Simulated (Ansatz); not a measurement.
# BH4F: a saddle search

Aim: find the first-order saddle near the start with the program's own search, from a guess of the mode.

Program: Ansatz 0.2.0, Gaussian basis. Level of theory: Hartree-Fock/pcseg-2. These are calculated values, not measurements.

### Step 1. The system as given

The start, a known saddle point with all atoms moved at random by about 0.06 Å a coordinate: 6 atoms, charge 0, spin multiplicity 1.

Atoms are counted from 1 here; the program's logs count them from 0.

Bond lengths: B1–F2 1.536 Å, B1–H3 1.209 Å, B1–H4 1.149 Å, B1–H5 1.378 Å, B1–H6 1.294 Å, F2–H5 1.106 Å. Angles: F2–B1–H3 112.2°, F2–B1–H4 109.6°, F2–B1–H5 44.2°, F2–B1–H6 88.3°, H3–B1–H4 122.5°, H3–B1–H5 116.5°, H3–B1–H6 107.2°, H4–B1–H5 121.0°, H4–B1–H6 111.9°, H5–B1–H6 44.2°, B1–F2–H5 60.3°, B1–H5–F2 75.6°.

Coordinates:

```xyz
6
BFH4
B    -0.2902    0.1604   -0.2115
F     1.2367    0.2560   -0.0703
H    -0.6202   -0.5435   -1.1380
H    -0.7601    1.1923   -0.0226
H     0.6571   -0.3556    0.6455
H    -0.3035   -0.5767    0.8517
```

### Step 2. The search

Contents of run/in.yaml:

```yaml
crystal:
  periodic: [false, false, false]
  atoms:
    - {symbol: B, position_ang: [-0.290239, 0.160389, -0.211513]}
    - {symbol: F, position_ang: [1.236734, 0.256033, -0.070287]}
    - {symbol: H, position_ang: [-0.620218, -0.543460, -1.137963]}
    - {symbol: H, position_ang: [-0.760149, 1.192275, -0.022592]}
    - {symbol: H, position_ang: [0.657133, -0.355601, 0.645500]}
    - {symbol: H, position_ang: [-0.303540, -0.576736, 0.851666]}
basis:
  gaussian: {orbitals: pcseg-2}
hamiltonian: {xc: hf}
saddle:
  f_tol: 0.05
  max_steps: 40
  mode_guess:
    - [-0.4708, -0.1578, 0.1717]
    - [0.0846, -0.1948, 0.3265]
    - [-0.0316, 0.0328, -0.1080]
    - [-0.0362, 0.0774, -0.0801]
    - [0.6468, 0.1890, -0.1912]
    - [-0.1929, 0.0534, -0.1188]
```

Run with:

```sh
> ansatz run in.yaml --threads 2 --pin off --events-out ev --progress --plain --max-ram 4352MiB
```

The program printed:

```text
Functional definition: HF
  name "HF"
  cite "Fock, Z. Phys. 61, 126 (1930) doi:10.1007/BF01340294"
  parent pbe
  exchange = exact_x
  correlation = 0
623 factors; their error is unknown
mean field evaluation 1: about -3438.7110 eV, gradient 2.2e1 eV
mean field evaluation 2: about -3439.6037 eV, gradient 1.2e1 eV
mean field evaluation 4: about -3439.8239 eV, gradient 2.6e-1 eV
mean field evaluation 8: about -3439.8605 eV, gradient 5.3e-1 eV
mean field -3439.86086905 eV, -126.4125553160 hartree, gradient 6.2e-6 eV, S^2 0.000000; 0 other end points of the search recorded, 0 dependent functions left out
the calculation of the forces begins
reference -3439.86086905 eV, -126.4125553160 hartree; 9, 9 occupied and 107, 107 virtual orbitals, 623 factors
[... from here to the last solve, the lines of the solves are left out (56 solves) ...]
saddle step   1: F+E_penalty+E_count = -3439.86086905 eV  max|allowed force component| = 1.250e0 eV/Å  curvature = -18.0373 eV/Å²  mode residual = 2.04e0 eV/Å²  Δτ_max = 0.0000 Å  (1 rotations, 3 force calls, 76 SCF iters)  cluster: 3 rotations left out, max|force component along them| = 2.854e-7 eV/Å
saddle step   2: F+E_penalty+E_count = -3439.86173109 eV  max|allowed force component| = 1.068e0 eV/Å  curvature = -22.6144 eV/Å²  mode residual = 1.02e0 eV/Å²  Δτ_max = 0.0904 Å  (1 rotations, 3 force calls, 85 SCF iters)  cluster: 3 rotations left out, max|force component along them| = 4.624e-7 eV/Å
saddle step   3: F+E_penalty+E_count = -3439.94206904 eV  max|allowed force component| = 4.739e-1 eV/Å  curvature = -20.8644 eV/Å²  mode residual = 7.24e-1 eV/Å²  Δτ_max = 0.0912 Å  (1 rotations, 3 force calls, 72 SCF iters)  cluster: 3 rotations left out, max|force component along them| = 2.157e-7 eV/Å
saddle step   4: F+E_penalty+E_count = -3439.94249069 eV  max|allowed force component| = 3.867e-1 eV/Å  curvature = -21.2174 eV/Å²  mode residual = 2.91e-1 eV/Å²  Δτ_max = 0.0192 Å  (1 rotations, 3 force calls, 73 SCF iters)  cluster: 3 rotations left out, max|force component along them| = 2.621e-7 eV/Å
saddle step   5: F+E_penalty+E_count = -3439.94313943 eV  max|allowed force component| = 2.677e-1 eV/Å  curvature = -21.0343 eV/Å²  mode residual = 1.72e-1 eV/Å²  Δτ_max = 0.0034 Å  (1 rotations, 3 force calls, 73 SCF iters)  cluster: 3 rotations left out, max|force component along them| = 2.623e-7 eV/Å
saddle step   6: F+E_penalty+E_count = -3439.94461775 eV  max|allowed force component| = 6.698e-2 eV/Å  curvature = -20.7367 eV/Å²  mode residual = 1.12e-1 eV/Å²  Δτ_max = 0.0079 Å  (1 rotations, 3 force calls, 73 SCF iters)  cluster: 3 rotations left out, max|force component along them| = 2.582e-7 eV/Å
saddle step   7: F+E_penalty+E_count = -3439.94472692 eV  max|allowed force component| = 2.814e-2 eV/Å  curvature = -20.7911 eV/Å²  mode residual = 8.99e-2 eV/Å²  Δτ_max = 0.0036 Å  (1 rotations, 7 force calls, 161 SCF iters)  cluster: 3 rotations left out, max|force component along them| = 2.546e-7 eV/Å
saddle search: the force at step 8 is within saddle.f_tol, and the search now checks the order of the point unasked, as it does wherever a lone molecule whose rigid rotations it leaves out would converge (saddle.isolated_cluster): at most 100 rotations across the mode and 202 force calls, two more next to a line or behind a second negative curvature, two more where it reads a positive, two for each turn that reads one and six more at each negative that it reads, and up to 22 at one that stands (24 where saddle.amplitude is under 0.005 Å), over each length that the point is read over (saddle.order_check: false declines the check)
saddle search: the rotation starts from a random direction (saddle.seed = 0)
623 factors; their error is unknown
mean field -3439.94477112 eV, -126.4156386605 hartree, gradient 2.2e-5 eV, S^2 0.000000; 1 other end points of the search recorded, 0 dependent functions left out
the calculation of the forces begins
reference -3439.94477112 eV, -126.4156386605 hartree; 9, 9 occupied and 107, 107 virtual orbitals, 623 factors
saddle step   8: F+E_penalty+E_count = -3439.94477112 eV  max|allowed force component| = 1.198e-4 eV/Å  curvature = -20.9780 eV/Å² (error put at 0.0213; -20.9991 at half of saddle.amplitude)  mode residual = 2.72e-2 eV/Å²  Δτ_max = 0.0017 Å  (1 rotations, 32 force calls, 711 SCF iters)  order check (unasked): positive, curvature across the mode = +4.1029 eV/Å²; +4.0286 less its residual, +4.0284 less it at half of saddle.amplitude; error put at 0.0002 (25 force calls)  cluster: 3 rotations left out, max|force component along them| = 2.553e-7 eV/Å
Total energy: -3439.94477112 eV, -126.4156386605 hartree
Atom 0 at    -0.312794     0.147547    -0.229600 Å, force    -0.000003    -0.000001     0.000066 eV/Å
Atom 1 at     1.275202     0.230711    -0.096179 Å, force    -0.000030    -0.000041     0.000099 eV/Å
Atom 2 at    -0.607756    -0.523057    -1.155519 Å, force    -0.000010    -0.000019     0.000005 eV/Å
Atom 3 at    -0.794062     1.204066    -0.014671 Å, force     0.000022    -0.000048     0.000007 eV/Å
Atom 4 at     0.674169    -0.343362     0.674769 Å, force    -0.000012     0.000048    -0.000120 eV/Å
Atom 5 at    -0.315038    -0.583006     0.876010 Å, force     0.000033     0.000061    -0.000057 eV/Å
Dipole moment:    -0.064576    -0.154572     0.223462 e Å
```

Run time: 18 s. Hardware: 2 threads of Arm Neoverse V2, shared host.

Along the way:

| step | energy from step 1 (eV) | largest force component (eV/Å) |
| --- | --- | --- |
| 1 | 0.0000 | 1.2496 |
| 2 | -0.0009 | 1.0680 |
| 3 | -0.0812 | 0.4739 |
| 4 | -0.0816 | 0.3867 |
| 5 | -0.0823 | 0.2677 |
| 6 | -0.0837 | 0.0670 |
| 7 | -0.0839 | 0.0281 |
| 8 | -0.0839 | 0.0001 |

Distances of close pairs at the start and the end, largest changes first:

| bond | before (Å) | after (Å) | change (Å) |
| --- | --- | --- | --- |
| B1–F2 | 1.536 | 1.596 | +0.059 |
| B1–H5 | 1.378 | 1.426 | +0.048 |
| B1–H6 | 1.294 | 1.325 | +0.031 |
| B1–H4 | 1.149 | 1.181 | +0.031 |
| B1–H3 | 1.209 | 1.181 | -0.029 |
| F2–H5 | 1.106 | 1.134 | +0.028 |

### Step 3. Results

| quantity | value |
| --- | --- |
| steps | 8 |
| energy change | -8.1 kJ/mol |
| last largest force | 0.0001 eV/Å |
| RMSD from the start | 0.037 Å |
| RMSD from the known saddle | 0.021 Å |

It converged in 8 steps at a force tolerance of 0.05 eV/Å. It is back at the known saddle, up to the shift that another level brings.
